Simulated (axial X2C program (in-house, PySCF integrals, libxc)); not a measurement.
**Worked dissociation energy of LiC: MP2, 2c**

Computed with an axial X2C code built on PySCF integrals. Two-component (2c) means X2C with spin–orbit coupling and atomic mean-field two-electron Coulomb and Gaunt terms. Basis: C dyall-v3z [7s6p2d1f], Li dyall-cv3z [7s8p2d] (cores contracted in-house); Gaussian nuclei, density fitting, unrestricted open shells. Masses: C 12.000 u, Li 7.016 u.

Molecular state: Ω = 3/2 (⟨Sz⟩ = 1.50, ⟨Lz⟩ = 0.00 at HF).

Correlated methods: 5 electrons correlated (number of frozen shells: C 1 s; Li 1 s), 143 virtual spin orbitals or spinors in MP2.

| Quantity | Value |
| --- | --- |
| E(C) (2M_J = 2) | -37.776114 hartree |
| E(Li) (2M_J = 1) | -7.433285 hartree |
| E(LiC) at Re | -45.305235 hartree |
| ωe | 691.7 cm⁻¹ |
| ωexe | 5.78 cm⁻¹ |

Task: Work out De and D0.

Result: De = -37.776114 + (-7.433285) − (-45.305235) = 0.09584 hartree = 2.608 eV. The zero-point energy is ωe/2 − ωexe/4 = 344 cm⁻¹ = 0.043 eV, so D0 = 2.565 eV.

Occupations by symmetry block were frozen at the best pattern of an incomplete PBE0 search. De is counted from the lowest determinant-based energies of the atoms at the same level, without counterpoise correction. In 2c an atomic determinant is not the ground J level, so De misses part of the atomic spin–orbit lowering. This holds for MP2. With several unpaired electrons one determinant need not be a pure state. This is the top spin component of a Σ state; components of lower Ω are not single determinants and can lie lower.

Each atomic determinant is the lowest at this level and need not be a pure J level. Totals compare only within one Hamiltonian and basis.
